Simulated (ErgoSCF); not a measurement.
# NaCl (SMILES [Na][Cl]): levels of theory compared

We compute a comparison of 6 runs (HF/def2-SVP, BLYP/6-31G, PBE0/def2-SVP, B3LYP/6-31G*, BHLYP/6-311G**, PBE0/pcseg-2) of NaCl. 

Program for the calculation: ErgoSCF 3.8.

4 further runs of the same task are left out: 4 set aside as unsound or not needed.

## 1. The structure to begin with

NaCl has 2 atoms, charge 0, and is taken as a singlet. SMILES: `[Na][Cl]`. Geometry: relaxed at PBE0-D4/def2-TZVP.

Bond lengths: Na1–Cl2 2.358 Å.

## 2. The energy at HF/def2-SVP (run 1)

run.inp reads:

```
set_nthreads(1)
molecule_inline
Na  -1.87007297   0.57466571  -0.97698841
Cl   1.92581989  -0.68823825   0.98454731
EOF
basis = "def2-SVP"
tmpdir = "."
charge = 0
scf.max_number_of_iterations = 120
scf.use_diagonalization = 1
scf.output_mulliken_pop = 1
run "HF"
```

The basis set def2-SVP is read from a file made from the Basis Set Exchange's data (not shown).

Started as:

```console
$ ergo < run.inp
```

Standard output:

```text
[...]
INSC SCF_general constructor, number of basis functions: 33
[...]
INSC Energy   1 =       -376.19531425615
[...]
INDE E_LUMO =         -0.00946433248
[...]
INSC Energy  16 =       -621.22235191691  ( diff     -0.000000000005912 )
[...]
RESC CONVERGED after  16 iterations.
RESC FINAL ENERGY:       -621.22235191691
[...]
INSC SCF: dipole_moment_x [atomic units] =      -2.98985645
INSC SCF: dipole_moment_y [atomic units] =       0.99473344
INSC SCF: dipole_moment_z [atomic units] =      -1.54501469
[...]
```

It took 2.4 s on 1 thread of Arm Neoverse V2, shared host.

## 3. The energy at BLYP/6-31G (run 2)

input.ego reads:

```
set_nthreads("env")
molecule_inline Angstrom
Na      -0.989600       0.304100      -0.517000
Cl       1.019100      -0.364200       0.521000
EOF
tmpdir = "."
scf.output_mulliken_pop = 1
scf.max_number_of_iterations = 120
basis = "6-31G"
XC.radint = 1e-11
scf.use_diagonalization = 1
XC.sparse_mode = 0
XC.angint = 41
run "BLYP"
```

The basis set 6-31G is read from a file made from the Basis Set Exchange's data (not shown).

Started as:

```console
$ ergo < input.ego
```

Standard output:

```text
[...]
INDF Weighted mixed functional:
[...]
INSC Energy   1 =       -439.47952125539
[...]
INDE E_LUMO =         -0.09197797993
[...]
INSC Energy  15 =       -622.51604301732  ( diff      0.000000000000000 )
[...]
RESC CONVERGED after  15 iterations.
RESC FINAL ENERGY:       -622.51604301732
[...]
INSC SCF: dipole_moment_x [atomic units] =      -2.86907069
INSC SCF: dipole_moment_y [atomic units] =       0.95454805
INSC SCF: dipole_moment_z [atomic units] =      -1.48259770
[...]
```

Run time: 1.9 s. Hardware: 1 thread of Arm Neoverse V2, shared host.

Runs 3 to 5 aren't shown in full; the table further down has their settings and results.

## 4. A single-point energy at PBE0/pcseg-2 (run 6)

molecule.xyz reads:

```xyz
2
ClNa
Na    -0.989600     0.304100    -0.517000
Cl     1.019100    -0.364200     0.521000
```

input.ego reads:

```
set_nthreads("env")
tmpdir = "."
XC.angint = 41
basis = "pcseg-2"
scf.max_number_of_iterations = 120
scf.use_diagonalization = 1
XC.sparse_mode = 0
XC.radint = 1e-11
scf.output_mulliken_pop = 1
molecule "molecule.xyz"
run "PBE0"
```

The basis set pcseg-2 is read from a file made from the Basis Set Exchange's data (not shown).

Started as:

```console
$ ergo input.ego
```

Standard output:

```text
[...]
INDF Weighted mixed functional:
[...]
INSC Energy   1 =       -299.27253472517
[...]
INDE E_LUMO =         -0.06402130248
[...]
INSC Energy  15 =       -622.33334376503  ( diff     -0.000000000049454 )
[...]
RESC CONVERGED after  15 iterations.
RESC FINAL ENERGY:       -622.33334376503
[...]
INSC SCF: dipole_moment_x [atomic units] =      -2.98094489
INSC SCF: dipole_moment_y [atomic units] =       0.99176899
INSC SCF: dipole_moment_z [atomic units] =      -1.54040913
[...]
```

Wall time 11 s (1 thread of Arm Neoverse V2, shared host).

## 5. Overview of the runs

| run | level | integration grid | radint | energy (Eh) | dipole moment (D) | wall time |
| --- | --- | --- | --- | --- | --- | --- |
| 1 | HF/def2-SVP | – | – | -621.222352 | 8.92 | 2.4 s |
| 2 | BLYP/6-31G | Turbo | 1e-11 | -622.516043 | 8.56 | 1.9 s |
| 3 | PBE0/def2-SVP | Turbo | 1e-11 | -622.101118 | 8.28 | 3.3 s |
| 4 | B3LYP/6-31G* (spherical functions) | Turbo | 1e-11 | -622.556962 | 8.60 | 4.8 s |
| 5 | BHLYP/6-311G** | Turbo | – | -622.561936 | 9.26 | 13 s |
| 6 | PBE0/pcseg-2 | Turbo | 1e-11 | -622.333344 | 8.89 | 11 s |

## 6. Summary of results

| quantity | value |
| --- | --- |
| run 6: total energy | -622.33334 Eh |
| run 6: dipole moment | 8.89 D |

What this shows: The dipole moment (its size) runs from 8.28 D (PBE0/def2-SVP) to 9.26 D (BHLYP/6-311G**). The two ends differ in method and basis. Totals of different functionals can't be ranked against each other. All runs together took 36 s, the longest 13 s.
